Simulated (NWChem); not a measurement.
Species: chloromethane (CH3Cl); SMILES CCl

```xyz
5

C      0.0000     0.0000    -1.1109
Cl     0.0000     0.0000     0.6644
H      0.7330     0.7330    -1.4701
H      0.2683    -1.0013    -1.4701
H     -1.0013     0.2683    -1.4701
```
Atoms are numbered in this order, from 1.

All runs: NWChem. All runs use the structure optimised with PBE0/def2-SVP. B3LYP is NWChem's, with the RPA form of VWN correlation. Vertical excitations in the gas phase; the lowest state need not have the same character in each row.

```
level                              lowest excitation, singlet (eV)  oscillator strength of that lowest state  orbital gap (eV)
---------------------------------  -------------------------------  ----------------------------------------  ----------------
PBE/aug-cc-pVDZ, full TDDFT                                   6.42                                     0.001              6.31
B3LYP/aug-cc-pVDZ, full TDDFT                                 6.84                                     0.001              7.80
CAM-B3LYP/aug-cc-pVDZ, full TDDFT                             7.20                                     0.003             10.15
LRC-wPBEh/aug-cc-pVDZ, full TDDFT                             7.26                                     0.003             11.15
```
